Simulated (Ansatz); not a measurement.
**BH4NSi: ionisation energy by level of theory**

How much energy removes an electron from BH4NSi at fixed geometry? The cation is run at each level and the neutral's energy taken from earlier runs.

Method: unrestricted cation, the program's frozen cores in correlated methods; program: Ansatz 0.2.0, Gaussian basis.

Levels to be run: UKS PBE-D4/def2-TZVPP; UKS r2SCAN-D4/def2-TZVPP; UKS PBE0-D4/def2-TZVPP; UKS B3LYP-D4/def2-TZVPP; UKS wB97X-V/def2-TZVPP; UKS wB97M-V/def2-TZVPP; UKS B2PLYP/def2-TZVPP; UHF-CCSD(T)/def2-TZVPP; UHF-MP2/def2-QZVPP; extrapolation to the limit; then −ε(HOMO) from the neutral's earlier runs with LDA (SPW92), PBE-D4, revPBE-D4, BLYP-D4, r2SCAN-D4, B97M-V, PBE0-D4, B3LYP-D4, r2SCANh-D4, r2SCAN0-D4, HSE06-D4, BHLYP-D4, CAM-B3LYP-D4, LC-ωPBE, ωB97X-V, ωB97M-V.

## (1) The geometry

An earlier PBE0-D4 in a triple-zeta def2 set relaxation fixed the geometry.

SMILES `B1N[SiH2]1`, 7 atoms, charge 0, spin multiplicity 1.

Atoms are counted from 1 here; the program's logs count them from 0.

Bond lengths: B1–N2 1.377 Å, B1–Si3 1.929 Å, B1–H4 1.188 Å, N2–Si3 1.756 Å, N2–H5 1.009 Å, Si3–H6 1.485 Å, Si3–H7 1.485 Å. Angles: N2–B1–Si3 61.5°, N2–B1–H4 136.4°, Si3–B1–H4 162.0°, B1–N2–Si3 74.9°, B1–N2–H5 137.5°, Si3–N2–H5 147.6°, B1–Si3–N2 43.6°, B1–Si3–H6 125.2°, B1–Si3–H7 125.2°, N2–Si3–H6 115.1°, N2–Si3–H7 115.1°, H6–Si3–H7 109.6°.

## (2) Cation, UKS PBE-D4/def2-TZVPP

The input, in.yaml:

```yaml
crystal:
  periodic: [false, false, false]
  atoms:
    - {symbol: B, position_ang: [-0.969556, -0.542007, -0.276497]}
    - {symbol: N, position_ang: [0.011943, 0.233586, -0.852387]}
    - {symbol: Si, position_ang: [0.495361, 0.055668, 0.826435]}
    - {symbol: H, position_ang: [-1.973670, -1.065227, -0.634500]}
    - {symbol: H, position_ang: [0.216656, 0.620375, -1.761158]}
    - {symbol: H, position_ang: [0.516608, 1.316260, 1.611976]}
    - {symbol: H, position_ang: [1.764057, -0.686756, 1.040530]}
basis:
  gaussian: {orbitals: def2-TZVPP}
total_charge: 1
magnetization: {spin_polarized: true, initial_magnetization: 1}
hamiltonian: {xc: pbe, dispersion: d4}
```

Command:

```sh
$ ansatz run in.yaml --threads 2 --pin off --events-out ev --progress --plain --max-ram 4352MiB
```

The runs that follow: Cation, UKS r2SCAN-D4/def2-TZVPP; Cation, UKS PBE0-D4/def2-TZVPP; Cation, UKS B3LYP-D4/def2-TZVPP; Cation, UKS wB97X-V/def2-TZVPP; Cation, UKS wB97M-V/def2-TZVPP; Cation, UKS B2PLYP (frozen core)/def2-TZVPP; Cation, UHF-CCSD(T)/def2-TZVPP; Cation, UHF-MP2/def2-QZVPP.

**Question.** What will the summary of the whole plan be? Wanted: ionisation energy, CCSD(T)/CBS; nearest functional by difference; nearest −ε(HOMO); −ε(HOMO) of PBE; T1 of the cation.

As calculated:

```
                        quantity               value
  ionisation energy, CCSD(T)/CBS             9.49 eV
nearest functional by difference  ωB97M-V (-0.06 eV)
                nearest −ε(HOMO)  ωB97X-V (-0.15 eV)
                 −ε(HOMO) of PBE             5.98 eV
                T1 of the cation               0.018
```

What this shows: By cation minus neutral, the functionals miss by 0.25 eV at most. The PBE orbital energy is 3.5 eV too small: a semilocal HOMO is no ionisation energy. Among orbital estimates ωB97X-V comes nearest. Hartree-Fock falls 1.16 eV short, as the neutral has more correlation energy than the cation.
